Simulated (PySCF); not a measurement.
Rock-salt NaCl: correlation energy from several methods in one and the same small orbital space (PySCF; 2 atoms at the zone centre, 8 electrons in 16 orbitals, empty ones MP2 natural orbitals of a TZ basis, lattice constant set to 6.48612 Å). Its volume lies 52 % above that of the crystal's usual cell. It tests the methods against each other and lies far from the crystal's limit.

Full CI gives -2.3716 eV per atom.

Task: What share of it do MP2, CCSD, CCSD(T), CCSDT, CCSDT(Q), CCSDTQ recover?

Result: MP2 85.4 %; CCSD 98.3 %; CCSD(T) 99.7 %; CCSDT 99.8 %; CCSDT(Q) 100.0 %; CCSDTQ 100.0 %.

```
method    E_corr (eV per atom)  share of full CI (%)  error (meV)
--------  --------------------  --------------------  -----------
MP2                    -2.0246                  85.4          347
CCSD                   -2.3320                  98.3           40
CCSD(T)                -2.3639                  99.7            8
CCSDT                  -2.3673                  99.8            4
CCSDT(Q)               -2.3710                 100.0            1
CCSDTQ                 -2.3714                 100.0            0
full CI                -2.3716                 100.0            0
```

The Hartree–Fock determinant has a weight of 0.93 in the full CI state.

MP2, (T) and (Q) use filled levels shifted down by the Madelung term, which in so small a cell is a large part of the gap, so these rows hang on it.
